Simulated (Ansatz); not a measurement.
2H MoSe2, treated with LDA (Ansatz, a quantum-chemistry and plane-wave program, PAW).

Rigid layers of the crystal as relaxed at this level are moved apart or together:

```
run   k mesh  layer repeat (Å)  energy against free layers (meV/Å²)  gap on the mesh (eV)
---  -------  ----------------  -----------------------------------  --------------------
1    12×12×4             6.165                               -12.45                 0.566
2    12×12×4             6.315                               -13.82                 0.709
3    12×12×4             6.465                               -13.69                 0.840
4    12×12×4             6.665                               -12.30                 0.999
5    12×12×4             6.965                                -9.36                 1.206
6    12×12×4             7.465                                -5.06                 1.373
7    12×12×2             8.465                                -1.10                 1.526
8    12×12×2            10.465                                -0.02                 1.619
```

The lowest energy of these points lies at a layer repeat of 6.31 Å.

Spin–orbit coupling is not included.

Note: the cell comes from a level without a dispersion term, which matters for the spacing of layers, chains or molecules.
